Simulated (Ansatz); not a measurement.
**AlHO (singlet): B3LYP, CAM-B3LYP over a scan of the distance O2–H3, 6-31G**

Aim: run AlHO (singlet) with these functionals over a scan of the distance O2–H3, and hold them against the top wave-function level at the same points.

Method: 6-31G, all electrons in the functionals; program: Ansatz 0.2.0, Gaussian basis.

To be run: B3LYP, CAM-B3LYP, at 0.772 Å; 0.846 Å; 0.950 Å; 1.059 Å; 1.177 Å; 1.302 Å; 1.554 Å; 1.726 Å; 2.068 Å; 2.595 Å; 3.294 Å.

29 further runs of the same task are left out: 16 for a known fault of the program, 8 that didn't finish, 5 set aside as unsound or not needed.

## 1. What is computed

The geometry derives from a PBE0/def2-TZVP stationary point (not a proven minimum). One bond is set to the value named and the two fragments are kept rigid.

3 atoms, charge 0, spin multiplicity 1.

Atoms are counted from 1 here; the program's logs count them from 0.

Bond lengths: Al1–O2 1.674 Å, O2–H3 0.950 Å. Angles: Al1–O2–H3 180.0°.

Geometry (Å):

```mol
AlHO
  3D, bonds by distance, orders not assigned

  3  2  0  0  0  0  0  0  0  0999 V2000
    0.0000    0.0000    1.4330 Al  0  0
    0.0000    0.0000   -0.2415 O   0  0
    0.0000    0.0000   -1.1915 H   0  0
  1  2  8  0
  2  3  8  0
M  END
```

No dispersion term is added. B3LYP takes the VWN-RPA correlation.

The geometry shown and the zero of energy belong to the point 0.950 Å. The yardstick, FCI, and other wave-function levels (R restricted, U unrestricted, valence and pair active spaces) come from earlier runs.

## 2. B3LYP, 0.772 Å

in.yaml

```yaml
crystal:
  periodic: [false, false, false]
  atoms:
    - {symbol: Al, position_ang: [0.000000, 0.000000, 1.373647]}
    - {symbol: O, position_ang: [0.000000, 0.000000, -0.300823]}
    - {symbol: H, position_ang: [0.000000, 0.000000, -1.072823]}
basis:
  gaussian: {orbitals: 6-31G}
hamiltonian: {xc: {name: B3LYP}}
```

Launch:

```bash
$ ansatz run in.yaml --threads 1 --pin off --events-out ev --progress --plain --max-ram 2393MiB
```

Further steps of the session: B3LYP, 0.846 Å; B3LYP, 0.950 Å; B3LYP, 1.059 Å; B3LYP, 1.177 Å; B3LYP, 1.302 Å; B3LYP, 1.554 Å; B3LYP, 1.726 Å; B3LYP, 2.068 Å; B3LYP, 2.595 Å; B3LYP, 3.294 Å; CAM-B3LYP, 0.772 Å; CAM-B3LYP, 0.846 Å; CAM-B3LYP, 0.950 Å; CAM-B3LYP, 1.059 Å; CAM-B3LYP, 1.177 Å; CAM-B3LYP, 1.302 Å; CAM-B3LYP, 1.554 Å; CAM-B3LYP, 1.726 Å; CAM-B3LYP, 2.068 Å; CAM-B3LYP, 2.595 Å; CAM-B3LYP, 3.294 Å.

Before running them: what should the planned runs give, taken together? Wanted: span of the FCI curve; largest miss, B3LYP; largest miss, CAM-B3LYP.

The runs gave:

| quantity | value |
| --- | --- |
| span of the FCI curve | 4.532 eV |
| largest miss, B3LYP | +0.510 eV (3.294 Å) |
| largest miss, CAM-B3LYP | +0.736 eV (3.294 Å) |

In words: Of the functionals, B3LYP keep the smallest largest miss at the points compared (at most 0.510 eV) and CAM-B3LYP strays most (0.736 eV, at 3.294 Å). B3LYP, CAM-B3LYP clearly break the spin symmetry at some points (⟨S²⟩ up to 1.01 above the pure value), so energy there is bought with a mixed spin. Functionals and the yardstick converge differently with the basis, so part of each miss in 6-31G is the basis.
